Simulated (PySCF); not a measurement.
Ligands exchanged one at a time, Si Cl-SH. Gas-phase values, no solvent. One relaxed conformer stands for each flexible species; it need not be the lowest. Strings in code marks are SMILES.

These are r2SCAN-D4/def2-TZVP (PySCF) values and carry that method's errors. All candidates: neutral, multiplicity 1. Excitations are Tamm–Dancoff values on a coarser integration grid. The basis has no diffuse functions, so Rydberg states are missing or too high.

```
Item                    Value
-------------------  --------
S1 excitation (TDA)   5.19 eV
LUMO                 -1.49 eV
HOMO–LUMO gap         5.14 eV
```

Task: Name which member has these values.
A. `Cl[Si](Cl)(Cl)Cl`
B. `S[Si](Cl)(Cl)Cl`
C. `S[Si](S)(S)S`
D. `S[Si](S)(S)Cl`

Result: D, `S[Si](S)(S)Cl`. The others give `Cl[Si](Cl)(Cl)Cl`: 7.34 eV, -1.26 eV, 7.23 eV; `S[Si](Cl)(Cl)Cl`: 6.03 eV, -1.30 eV, 5.94 eV; `S[Si](S)(S)S`: 4.89 eV, -1.54 eV, 4.86 eV
